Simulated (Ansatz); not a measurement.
**Al2H2 (triplet): PBE0, B3LYP over a scan of the distance Al1–Al2, 6-31G**

Aim: run Al2H2 (triplet) with these functionals over a scan of the distance Al1–Al2, and hold them against the top wave-function level at the same points.

The runs use Ansatz 0.2.0, Gaussian basis; 6-31G, all electrons in the functionals.

The runs, in order: PBE0, B3LYP, at 1.876 Å; 2.019 Å; 2.300 Å; 2.509 Å; 2.758 Å; 3.145 Å; 3.701 Å; 4.258 Å; 5.089 Å; 6.355 Å; 7.972 Å.

20 further runs of the same task are left out: 16 that didn't finish, 4 set aside as unsound or not needed.

## 1. The system

The geometry derives from a PBE0/def2-TZVP stationary point (not a proven minimum). One bond is set to the value named and the two fragments are kept rigid.

4 atoms, charge 0, spin multiplicity 3.

Atoms are counted from 1 here; the program's logs count them from 0.

Bond lengths: Al1–Al2 2.300 Å, Al1–H3 1.575 Å, Al2–H4 1.575 Å. Angles: Al2–Al1–H3 180.0°, Al1–Al2–H4 180.0°.

No dispersion term is added. B3LYP takes the VWN-RPA correlation.

The geometry shown and the zero of energy belong to the point 2.300 Å. The yardstick, FCI, and other wave-function levels (R restricted, U unrestricted, valence and pair active spaces) come from earlier runs.

## 2. PBE0, 1.876 Å

Input file in.yaml:

```yaml
crystal:
  periodic: [false, false, false]
  atoms:
    - {symbol: Al, position_ang: [0.000000, 0.000000, -0.938000]}
    - {symbol: Al, position_ang: [0.000000, 0.000000, 0.938000]}
    - {symbol: H, position_ang: [0.000000, 0.000000, -2.512543]}
    - {symbol: H, position_ang: [0.000000, 0.000000, 2.512543]}
basis:
  gaussian: {orbitals: 6-31G}
magnetization: {spin_polarized: true, initial_magnetization: 2}
hamiltonian: {xc: {name: PBE0}}
output: {forces: true, orbitals: {seedname: orbitals}}
```

Launch:

```bash
> ansatz run in.yaml --threads 1 --pin off --events-out ev --progress --plain --max-ram 2393MiB
```

Further steps of the session: PBE0, 2.019 Å; PBE0, 2.300 Å; PBE0, 2.509 Å; PBE0, 2.758 Å; PBE0, 3.145 Å; PBE0, 3.701 Å; PBE0, 4.258 Å; PBE0, 5.089 Å; PBE0, 6.355 Å; PBE0, 7.972 Å; B3LYP, 1.876 Å; B3LYP, 2.019 Å; B3LYP, 2.300 Å; B3LYP, 2.509 Å; B3LYP, 2.758 Å; B3LYP, 3.145 Å; B3LYP, 3.701 Å; B3LYP, 4.258 Å; B3LYP, 5.089 Å; B3LYP, 6.355 Å; B3LYP, 7.972 Å.

Q: Predict the results of all the runs planned. Wanted: span of the FCI curve; largest miss, PBE0; largest miss, B3LYP.

The runs gave:

```
             quantity                   value
span of the FCI curve            232.3 kJ/mol
   largest miss, PBE0  +70.6 kJ/mol (7.972 Å)
  largest miss, B3LYP  +42.5 kJ/mol (6.355 Å)
```

Of the functionals, B3LYP keep the smallest largest miss at the points compared (at most 42.5 kJ/mol) and PBE0 strays most (70.6 kJ/mol, at 7.972 Å). Functionals and the yardstick converge differently with the basis, so part of each miss in 6-31G is the basis.
